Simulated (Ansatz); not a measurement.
# Lead, fcc: convergence with the k-point mesh

Computed with Ansatz, PBE, scalar-relativistic PAW, on the relaxed cell (a = 5.035 Å; spin not included). Errors count from a run at 420 eV on a Γ-centred 18×18×18 mesh with Fermi-Dirac smearing of 0.1 eV, extrapolated to zero width. Fixed here: cutoff 420 eV, Fermi-Dirac width 0.1 eV. The SCF starts from atomic densities corrected by a trained network.

| k-mesh | E(σ→0) error (meV/atom) | P (GPa) | SCF iterations |
| --- | --- | --- | --- |
| 2×2×2 | -1621.7 | -8.20 | 6 |
| 3×3×3 | 266.4 | -0.56 | 6 |
| 4×4×4 | 166.0 | -0.17 | 7 |
| 5×5×5 | 32.5 | -0.35 | 6 |
| 7×7×7 | -17.3 | 0.44 | 6 |
| 9×9×9 | -17.7 | -0.05 | 6 |
| 12×12×12 | 7.2 | 0.31 | 6 |
| 16×16×16 | -3.0 | 0.06 | 6 |

Within 5 meV/atom of the last row: from 16×16×16 on.
